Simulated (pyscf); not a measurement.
## Routes from `[O]=[Sn]` [singlet] + `[NH3]`

Candidate steps break at most two bonds and form at most two. Each was searched with GFN2-xTB (tblite) first. Structures and frequencies: ωB97X-D3(BJ)/def2-SVP in PySCF. MP2 and CC: frozen core, UHF for open shells. ΔMP2 is the change of the MP2 total energy from the triple- to the quadruple-zeta basis. Energies: CCSD(T)/def2-TZVPP + ΔMP2(QZVPP), eV, from the separated reactants, singlet surface.

| products | type | ΔE‡ | ΔE | ΔG‡ 298 K | ΔG‡ 900 K | ν‡ (cm⁻¹) |
|---|---|---|---|---|---|---|
| H₂N–Sn:–OH [singlet] | addition across a multiple bond or ene-type step | -0.06 | -1.41 | 0.27 | 1.11 | 1353i |
| H₂N–SnH=O | insertion | 2.85 | +1.15 | 3.05 | 3.76 | 1373i |

Row 1: On the reactant side the descent ends in an adduct with a N–Sn contact, 0.66 eV under the separated species and 0.38 eV under the saddle at ωB97X-D3(BJ)/def2-TZVP. Row 2: On the reactant side the descent ends in an adduct with a N–Sn contact, 0.66 eV under the separated species and 3.48 eV under the saddle at ωB97X-D3(BJ)/def2-TZVP. 

Plain bond fissions and candidates not yet searched are not listed, and one of them may be faster. Each barrier is that of the saddle found; lower ones may exist. The CCSD(T) − MP2 part came from Ansatz, without density fitting, on the same reference. The largest closed-shell T1 diagnostic is 0.033, which may signal static correlation. The frozen core leaves the outer d or s,p core shells of the metals and heavy elements correlated in the MP2 and CC values, and def2-TZVPP describes them poorly, which can shift differences by a few kcal/mol. Elements past Kr carry the def2 core potentials, without spin-orbit coupling.
